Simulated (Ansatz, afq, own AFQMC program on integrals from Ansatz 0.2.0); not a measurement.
C$_{2}$H$_{2}$, singlet: AFQMC among the cluster methods

| atom | x (Å) | y (Å) | z (Å) |
| --- | --- | --- | --- |
| C | 0.0000 | 0.0000 | 0.5528 |
| C | 0.0000 | 0.0000 | -0.7378 |
| H | 0.0000 | -0.9396 | 1.1020 |
| H | 0.0000 | 0.9396 | 1.1020 |

Connectivity, by distances: CH2–C.

Basis cc-pVDZ. Only valence electrons are correlated. AFQMC by an in-house program on the Cholesky factors that Ansatz 0.2.0 writes for its CCSD(T) run. ph-AFQMC/CISD is guided by a CISD state made of CCSD amplitudes; releasing the constraint for a short imaginary time cuts its bias at the price of noise, slowly where states lie close. Error bars are statistical, one sigma.

Determinant: UHF, the one that the program's search chose, which needn't be the lowest solution. The geometry is a point of a scan.

No full CI on the walks' own integrals is used here; CCSDT(Q) serves as the reference and is uncertain by about the last step of the cluster series.

Cautions: an unrestricted solution with more broken spin lies lower (17 meV, ⟨S²⟩ 0.15), while this determinant keeps restricted orbitals.

```
T1 diagnostic                               : 0.0161
weight of the determinant in the CISD state : 0.880
⟨S²⟩ of the determinant                     : 0.000
size of the correlated space                : 10 electrons in 36 orbitals
```

Reference: CCSDT(Q), correlation energy -7.387 eV. The released energy is read at 2.40 1/Eh (meV from the phaseless value at times in 1/Eh: 15 ± 13 at 0.24, 2 ± 10 at 0.51, 1 ± 12 at 0.99, -8 ± 14 at 1.62, 3 ± 17 at 2.40).

```
         level  E − E(reference) (meV)  share of correlation (%)
            HF                  7386.8                      0.00
           MP2                  1146.6                     84.48
          CCSD                   297.2                     95.98
       CCSD(T)                    42.3                     99.43
         CCSDT                    17.1                     99.77
   ph-AFQMC/HF            -88.8 ± 56.4                    101.20
 ph-AFQMC/CISD             11.5 ± 14.4                     99.84
released AFQMC             14.6 ± 17.1                     99.80
```

A walk keeps the symmetry of its determinant, which the program's search chose and which needn't be the lowest solution, so a lower state of the same spin and another symmetry isn't excluded. Released energies are given only where the last usable release times agree within the noise; a slower fall can still hide under it.
